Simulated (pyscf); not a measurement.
Homolytic dissociation enthalpies at 298 K of As–Ge, As–Si, Bi–Si, Sb–Si bonds in 7 gas-phase molecules, in eV. PySCF, gas phase, ωB97X-D3(BJ)/def2-SVP geometries. Both columns use the same structures and thermal terms. Rows were drawn at random from the closed-shell molecules with such a bond whose radicals are computed, keep their shape and have no isomer in the data more than 5 kcal/mol lower.

```
row                  molecule                     radicals  B3LYP-D3(BJ)/def2-TZVP  ωB97M-D3(BJ)/def2-TZVP
---  ------------------------  ---------------------------  ----------------------  ----------------------
1          H₃Si–As(GaH₂)–GaH₂        SiH₃• + H₂Ga–As•–GaH₂                    2.87                    2.97
2               H₃Ge–AsH–AsH₂            GeH₃• + •HAs–AsH₂                    2.52                    2.50
3              HO–SiH₂–AsH–OH           HO–SiH₂• + HO–AsH•                    2.46                       ?
4          H₃Si–As(SiH₃)–SiH₃        SiH₃• + H₃Si–As•–SiH₃                    2.83                    2.93
5               H₃Si–AsH–GeH₃            SiH₃• + H₃Ge–AsH•                    2.78                    2.86
6    H₃Si–Si(SiH₃)(SiH₃)–BiH₂  H₃Si–Si•(SiH₃)–SiH₃ + BiH₂•                    2.18                    2.12
7    H₃Si–Si(SiH₃)(SiH₃)–SbH₂  H₃Si–Si•(SiH₃)–SiH₃ + SbH₂•                    2.33                    2.30
```

Question: Fit a line that carries the B3LYP-D3(BJ) values to the last column and predict row 3.

Answer: In the 6 complete rows the last column lies -0.06 to 0.10 eV from B3LYP-D3(BJ) (mean 0.03, median 0.03). Least squares gives y = -0.62 + 1.25·x with residuals of 0.02 eV (root mean square). For row 3: -0.62 + 1.25 × 2.46 = 2.46 eV. The computed value is 2.58 eV, 0.12 over the line. Elements up to Kr have no core potential and no relativistic terms here. Elements past Kr carry the def2 core potentials, without spin-orbit coupling.
